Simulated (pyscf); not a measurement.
PySCF, gas phase, ωB97X-D3(BJ)/def2-SVP geometries. Correlated levels are frozen-core, on RHF or UHF. ΔMP2 is the change of the MP2 total energy from the triple- to the quadruple-zeta basis.

Q: ketene (H₂C=C=O) + H atom (H•) → H₂C=C•–OH
Surface: doublet. Broken: none. Formed: H–O. Give ΔE‡ and ΔE from CCSD(T)/def2-TZVPP + ΔMP2(QZVPP), relative to the separated reactants.

A: ΔE‡ = 18.1 kcal/mol, ΔE = -18.5 kcal/mol. Zero-point energy shifts the barrier by +1.0 kcal/mol. It is an addition, with an imaginary mode of 1869i cm⁻¹. On the product side the descent ends in a point that may be a rotor saddle (no frequency run), 3.2 kcal/mol over the lowest minimum found and 32.1 kcal/mol under the saddle at ωB97X-D3(BJ)/def2-TZVP. This saddle turned up in a search for another step; its sides and bond changes are read from the two ends of the descent. H₂C=C•–OH lies 31.7 kcal/mol over its isomer H₃C–C•=O (electronic energy, ωB97M-D3(BJ)/def2-TZVP). One saddle was located; it need not be the lowest between these sides. The CCSD(T) − MP2 part came from Ansatz, without density fitting, on the same reference. A UHF reference is spin-contaminated (<S²> up to 0.91), which harms MP2 most.
